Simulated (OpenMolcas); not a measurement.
# One shape, several levels: Si2H4F (SMILES F[SiH2][SiH2])

Aim: a comparison of 3 runs (UHF/def2-SVP, UHF/aug-cc-pVDZ, UB3LYP/def2-TZVP) of Si2H4F. 

The results are computed with OpenMolcas 26.06.

2 further runs of the same task are left out: 2 set aside as unsound or not needed.

**1. The molecule**

Si2H4F: 7 atoms, total charge 0, spin state doublet. SMILES: `F[SiH2][SiH2]`. The shape is that of a GFN2-xTB optimisation. This is one conformer, not always the lowest.

Bond lengths: F1–Si2 1.625 Å, Si2–Si3 2.264 Å, Si2–H4 1.460 Å, Si2–H5 1.460 Å, Si3–H6 1.462 Å, Si3–H7 1.462 Å. Angles: F1–Si2–Si3 114.9°, F1–Si2–H4 101.5°, F1–Si2–H5 101.5°, Si3–Si2–H4 113.1°, Si3–Si2–H5 113.2°, Si2–Si3–H6 121.5°, Si2–Si3–H7 121.5°, H4–Si2–H5 111.5°, H6–Si3–H7 107.3°.

**2. Energy and gradient at UHF/def2-SVP (run 1)**

Input file mol.xyz:

```xyz
7

F     -1.977880    -0.593390     0.237220
Si    -0.701990    -0.069950    -0.622150
Si     1.199460     0.213340     0.573840
H     -0.589430    -1.111070    -1.640040
H     -1.218560     1.175160    -1.183460
H      1.345560     1.312090     1.526830
H      1.942840    -0.926180     1.107750
```

Input file calc.input:

```
&GATEWAY
BASLIB = $CurrDir
COORD = mol.xyz
BASIS = def2-SVP
GROUP = NoSym
&SEWARD
&SCF
UHF
SPIN = 2
THRESHOLDS = 1e-10 1e-07 1e-07 1e-05
PRORBITALS = 1 1
&ALASKA
```

The basis set def2-SVP is read from a file made from the Basis Set Exchange's data (not shown).

Command:

```sh
$ export MOLCAS_MEM=1860
$ pymolcas calc.input > calc.log
```

Output:

```text
--- Start Module: gateway ---
[...]
--- Stop Module: gateway /rc=_RC_ALL_IS_WELL_ ---
[...]
      Basis functions           70
[...]
--- Start Module: scf ---
[...]
       Convergence after  15 Iterations
[...]
::    Total SCF energy                               -679.3722592773
[...]
      Total spin, S                                     0.5055113734
[...]
      Total electronic charge=   41.000000
      Total            charge=   -0.000000
[...]
      Dipole Moment (debye):
      Origin of the operator (angstrom)=   -0.2807   -0.0862    0.0375
                   X=  1.6985E+00               Y=  6.0779E-01               Z= -6.9406E-01           Total=  1.9329E+00
      Quadrupole Moment (debye*angstrom):
[...]
--- Stop Module: scf /rc=_RC_ALL_IS_WELL_ ---
[...]
--- Start Module: alaska ---
[...]
 *              Molecular gradients               *
 **************************************************
  Irreducible representation: a
 ------------------------------------------------------------------------------------------
                              X                       Y                       Z
 ------------------------------------------------------------------------------------------
  F1               -2.64450737565802E-03    6.99216860251539E-04   -7.28692146037169E-03
  SI2               3.36373782905466E-02    9.05708757100143E-03    1.47563344459201E-03
  SI3              -2.02409643763755E-02   -4.75245130958912E-03   -4.21073700720731E-03
  H4               -9.03137825808803E-03    1.77217456710821E-03    6.95753116535469E-03
  H5               -6.26959828746809E-03   -8.42698935445574E-03    4.96106892043935E-03
  H6                4.50864651777283E-03   -7.45488662067428E-03   -2.50357843561444E-03
  H7                4.04234892319444E-05    9.10584828637306E-03    6.07003372774084E-04
 ------------------------------------------------------------------------------------------
--- Stop Module: alaska /rc=_RC_ALL_IS_WELL_ ---
[...]
```

Wall time 5.1 s (1 thread of Arm Neoverse V1, shared host); peak memory 0.41 GiB.

**3. Energy and forces at UHF/aug-cc-pVDZ (run 2)**

Input file calc.input:

```
&gateway
  baslib = $CurrDir
  coord
  7
  angstrom
  F       -1.977880      -0.593390       0.237220
  Si      -0.701990      -0.069950      -0.622150
  Si       1.199460       0.213340       0.573840
  H       -0.589430      -1.111070      -1.640040
  H       -1.218560       1.175160      -1.183460
  H        1.345560       1.312090       1.526830
  H        1.942840      -0.926180       1.107750
  basis = aug-cc-pVDZ
  group = NoSym

&seward

&scf
  uhf
  spin = 2
  thresholds = 1e-10 1e-07 1e-07 1e-05
  prorbitals = 1

&alaska
```

The basis set aug-cc-pVDZ is read from a file made from the Basis Set Exchange's data (not shown).

Command:

```sh
$ export MOLCAS_MEM=1860
$ pymolcas calc.input > calc.log
```

Output:

```text
--- Start Module: gateway ---
[...]
--- Stop Module: gateway /rc=_RC_ALL_IS_WELL_ ---
[...]
      Basis functions          113
[...]
--- Start Module: scf ---
[...]
       Convergence after  16 Iterations
[...]
::    Total SCF energy                               -679.6529637091
[...]
      Total spin, S                                     0.5057847807
[...]
      Total electronic charge=   41.000000
      Total            charge=   -0.000000
[...]
      Dipole Moment (debye):
      Origin of the operator (angstrom)=   -0.2807   -0.0862    0.0375
                   X=  1.6011E+00               Y=  5.4020E-01               Z= -4.8468E-01           Total=  1.7579E+00
      Quadrupole Moment (debye*angstrom):
[...]
--- Stop Module: scf /rc=_RC_ALL_IS_WELL_ ---
[...]
--- Start Module: alaska ---
[...]
 *              Molecular gradients               *
 **************************************************
  Irreducible representation: a
 ------------------------------------------------------------------------------------------
                              X                       Y                       Z
 ------------------------------------------------------------------------------------------
  F1                4.93016238491784E-03    3.56877850969273E-03   -1.12093388053793E-02
  SI2               2.54850555039499E-02    6.09997838303333E-03    5.03675096084333E-03
  SI3              -2.10896360380222E-02   -5.17639920279533E-03   -3.17441150620512E-03
  H4               -8.26264202876903E-03    3.78784909119512E-03    8.11860043879431E-03
  H5               -4.49574987165735E-03   -1.00623157996615E-02    5.39666746497858E-03
  H6                4.30505741450560E-03   -8.71374397014657E-03   -3.88896813369488E-03
  H7               -8.72247364950951E-04    1.04958529886825E-02   -2.79300419378403E-04
 ------------------------------------------------------------------------------------------
--- Stop Module: alaska /rc=_RC_ALL_IS_WELL_ ---
[...]
```

Wall time 21 s (1 thread of Arm Neoverse V1, shared host); peak memory 0.68 GiB.

**4. Energy and gradient at UB3LYP/def2-TZVP (run 3)**

Input file job.inp:

```
&GATEWAY
  BASLIB=$CurrDir
  COORD
  7
  angstrom
  F       -1.977880      -0.593390       0.237220
  Si      -0.701990      -0.069950      -0.622150
  Si       1.199460       0.213340       0.573840
  H       -0.589430      -1.111070      -1.640040
  H       -1.218560       1.175160      -1.183460
  H        1.345560       1.312090       1.526830
  H        1.942840      -0.926180       1.107750
  BASIS=def2-TZVP
  GROUP=NoSym

&SEWARD
  GRIDINPUT
  Grid=UltraFine
  End of Grid

&SCF
  UHF
  SPIN=2
  KSDFT=B3LYP
  THRESHOLDS=1e-10 1e-07 1e-07 1e-05
  PRORBITALS=0

&ALASKA
```

The basis set def2-TZVP is read from a file made from the Basis Set Exchange's data (not shown).

Command:

```sh
$ export MOLCAS_MEM=1860
$ pymolcas job.inp > job.log
```

Output:

```text
--- Start Module: gateway ---
[...]
--- Stop Module: gateway /rc=_RC_ALL_IS_WELL_ ---
[...]
      Basis functions          129
[...]
--- Start Module: scf ---
[...]
       Convergence after  15 Iterations
[...]
::    Total KS-DFT energy                            -681.3418302080
[...]
      Total spin, S                                     0.5018779465
[...]
      Total electronic charge=   41.000000
      Total            charge=   -0.000000
[...]
      Dipole Moment (debye):
      Origin of the operator (angstrom)=   -0.2807   -0.0862    0.0375
                   X=  1.5439E+00               Y=  5.1729E-01               Z= -4.5856E-01           Total=  1.6916E+00
      Quadrupole Moment (debye*angstrom):
[...]
--- Stop Module: scf /rc=_RC_ALL_IS_WELL_ ---
[...]
--- Start Module: alaska ---
[...]
 *              Molecular gradients               *
 **************************************************
  Irreducible representation: a
 ------------------------------------------------------------------------------------------
                              X                       Y                       Z
 ------------------------------------------------------------------------------------------
  F1               -3.36934043900783E-03   -6.28512124203340E-05   -4.46687785761313E-03
  SI2               2.62048122324159E-02    7.99891846865020E-03   -3.36782875066000E-03
  SI3              -1.21128207132895E-02   -3.11713322009455E-03   -1.44195201296382E-03
  H4               -7.65289166460165E-03    2.79203748546797E-03    6.89543099198264E-03
  H5               -4.59345460175298E-03   -8.52955517247000E-03    4.67256021497331E-03
  H6                2.84361993297111E-03   -7.26225709914585E-03   -2.60077131069369E-03
  H7               -1.31992474676146E-03    8.18084075003522E-03    3.09438724957589E-04
 ------------------------------------------------------------------------------------------
--- Stop Module: alaska /rc=_RC_ALL_IS_WELL_ ---
[...]
```

Wall time 84 s (1 thread of Arm Neoverse V1, shared host); peak memory 0.89 GiB.

**5. The series**

| run | level | integration grid | energy (Eh) | dipole moment (D) | HOMO energy (eV) | LUMO energy (eV) | wall time |
| --- | --- | --- | --- | --- | --- | --- | --- |
| 1 | UHF/def2-SVP | – | -679.372259 | 1.93 | -8.97 | 0.70 | 5.1 s |
| 2 | UHF/aug-cc-pVDZ | – | -679.652964 | 1.76 | -8.94 | 0.27 | 21 s |
| 3 | UB3LYP/def2-TZVP | UltraFine | -681.341830 | 1.69 | -6.16 | -3.39 | 84 s |

**6. Summary of results**

```
                                 quantity          value
                      run 3: total energy  -681.34183 Eh
                     run 3: dipole moment         1.69 D
run 3: HOMO energy (highest over α and β)       -6.16 eV
 run 3: LUMO energy (lowest over α and β)       -3.39 eV
                              run 3: ⟨S²⟩          0.754
          run 3: largest force on an atom     1.419 eV/Å
```

What this shows: The dipole moment (its size) runs from 1.69 D (UB3LYP/def2-TZVP) to 1.93 D (UHF/def2-SVP). The two ends differ in method and basis. All runs together took 1.8 min, the longest 84 s.
